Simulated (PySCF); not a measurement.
Complex of hydronium and hydrogen fluoride

The system is a cluster of hydronium and hydrogen fluoride, charge +1, singlet.

```json
{"part": "1", "name": "hydronium", "SMILES": "[OH3+]", "atoms": "1–4", "charge": "+1", "multiplicity": "1"}
{"part": "2", "name": "hydrogen fluoride", "SMILES": "F", "atoms": "5–6", "charge": "0", "multiplicity": "1"}
```

Coordinates in Å:
```
O1     -0.0400   -0.0674    0.1896
H2     -0.5706    0.6499   -0.2019
H3      0.1570   -0.8200   -0.4780
H4      0.7687    0.2854    0.6034
F5      0.4973   -1.8184   -1.4756
H6      0.2263   -2.7113   -1.5086
```

In these coordinates H3···F5 is 1.452 Å. Part 2 is then moved rigidly along that line, all else held; at short range other atoms may come into contact.

The starting structure comes from a short search with a few starts; no frequency run checks that it is a minimum, and another way of binding may lie lower.

These are computed values: CCSD(T)/aug-cc-pVDZ and MP2/aug-cc-pVTZ, aug-cc-pVQZ counterpoise interaction energy, frozen core, gas phase (PySCF 2.14.0). The geometry comes from PBE0-D3(BJ)/def2-TZVPD.

Counterpoise energies in kcal/mol, cluster less the parts frozen as they stand in it; small is aug-cc-pVDZ, large aug-cc-pVQZ. Estimated limit: HF in aug-cc-pVQZ, MP2 correlation extrapolated as X⁻³ from aug-cc-pVTZ and aug-cc-pVQZ, and CCSD(T) less MP2 in aug-cc-pVDZ; it isn't the exact limit.

How do the values run over the points 1.307, 1.379, 1.452, 1.525, 1.597, 1.815, 2.178, 2.904?


```
H3···F5 (Å)  HF large  MP2 large  SCS-MP2 large  CCSD(T) small  CCSD(T) limit est.
      1.307    -15.68     -17.57         -16.52         -15.05              -17.57
      1.379    -17.21     -18.95         -18.02         -16.91              -18.95
      1.452    -17.91     -19.47         -18.66         -17.83              -19.48
      1.525    -18.04     -19.41         -18.70         -18.09              -19.43
      1.597    -17.80     -18.98         -18.36         -17.91              -19.00
      1.815    -15.92     -16.60         -16.20         -16.01              -16.63
      2.178    -12.15     -12.30         -12.10         -12.06              -12.30
      2.904     -7.19      -7.00          -6.94          -6.86               -6.97
```

The 8 runs took 4.1 min in all, one thread each of Arm Neoverse V1 on a shared host, launched as `OMP_NUM_THREADS=1 python cluster_run.py task.json out`.
